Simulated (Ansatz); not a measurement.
# ClFH2: the cost of one run

Method: UKS r2SCAN/def2-mTZVP, in Ansatz 0.2.0.

## (1) The system as given

Bond lengths: F1–H2 0.934 Å, Cl3–H4 1.275 Å.

Structure file:

```xyz
4

F    -0.2334   -0.0832   -1.1071
H    -0.3208    0.0756   -2.0234
Cl    0.4242    0.0838    2.1802
H     0.1299   -0.0762    0.9503
```

## (2) Relaxing the start

File input.yaml:

```yaml
crystal:
  periodic: [false, false, false]
  atoms:
    - { symbol: F, position_ang: [-0.2334, -0.0832, -1.1071] }
    - { symbol: H, position_ang: [-0.3208, 0.0756, -2.0234] }
    - { symbol: Cl, position_ang: [0.4242, 0.0838, 2.1802] }
    - { symbol: H, position_ang: [0.1299, -0.0762, 0.9503] }
magnetization:
  spin_polarized: true
basis:
  gaussian: { orbitals: def2-mTZVP }
hamiltonian:
  xc: r2scan
relax:
  f_tol: 0.02
  max_steps: 40
output:
  orbitals: {}
```

Started as:

```bash
ansatz run input.yaml --threads 1 --pin off --max-ram 2048MiB --backend cpu --events-out ev --progress --plain --runs-dir out
```

Q: Estimate wall time and peak memory on 1 thread of an Arm CPU, shared host.

About 32 s, with a peak of 0.13 GiB.
